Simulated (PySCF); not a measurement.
Gas-phase reaction: 3 Cl + N + 2 AlH = AlCl2NH2 + AlCl

Computed with PySCF and rigid-rotor harmonic-oscillator thermochemistry at 1 bar. † marks an energy on the PBE0/def2-TZVP geometry and frequencies; other levels use their own. MP2 and CCSD(T) freeze the core. Open shells (unrestricted): Cl (multiplicity 2, electronic degeneracy 6), N (multiplicity 4); the rest are closed-shell singlets. Spin-orbit splitting is ignored; it lowers the true energy and changes the entropy of Cl. AlCl2NH2: computed as isolated molecules; such fragments, hydroxides, amides, oligomers or adducts are transient or little studied in the gas. MP2 isn't extrapolated to the basis-set limit; its ΔH°(298 K) is -1803.3 kJ in def2-SVP and -1921.8 kJ in def2-TZVPP. CCSD(T) isn't extrapolated to the basis-set limit; its ΔH°(298 K) is -1708.9 kJ in def2-SVP and -1808.5 kJ in def2-TZVPP. The harmonic model lacks anharmonicity and excited electronic states, which grow with temperature; levels with a mode under 35 cm⁻¹ are left out.

```json
[
 {"level": "CCSD(T)/def2-SVP†", "ΔE electronic, kJ": "-1754", "ΔH°(298 K), kJ": "-1709", "ΔS°(298 K), J/K": "-483", "ΔG°(2500 K), kJ": "-481"},
 {"level": "MP2/def2-SVP†", "ΔE electronic, kJ": "-1848", "ΔH°(298 K), kJ": "-1803", "ΔS°(298 K), J/K": "-483", "ΔG°(2500 K), kJ": "-575"},
 {"level": "PBE/def2-SVP", "ΔE electronic, kJ": "-1959", "ΔH°(298 K), kJ": "-1916", "ΔS°(298 K), J/K": "-481", "ΔG°(2500 K), kJ": "-695"},
 {"level": "PBE0/def2-QZVP†", "ΔE electronic, kJ": "-1933", "ΔH°(298 K), kJ": "-1889", "ΔS°(298 K), J/K": "-483", "ΔG°(2500 K), kJ": "-661"},
 {"level": "PBE0/def2-SVP†", "ΔE electronic, kJ": "-1916", "ΔH°(298 K), kJ": "-1871", "ΔS°(298 K), J/K": "-483", "ΔG°(2500 K), kJ": "-644"},
 {"level": "LDA/def2-TZVP†", "ΔE electronic, kJ": "-2201", "ΔH°(298 K), kJ": "-2157", "ΔS°(298 K), J/K": "-483", "ΔG°(2500 K), kJ": "-929"},
 {"level": "ωB97M-V/def2-TZVP†", "ΔE electronic, kJ": "-1937", "ΔH°(298 K), kJ": "-1892", "ΔS°(298 K), J/K": "-483", "ΔG°(2500 K), kJ": "-665"}
]
```
ΔH° is lowest at LDA/def2-TZVP† and highest at CCSD(T)/def2-SVP†. No reference value is set beside these.
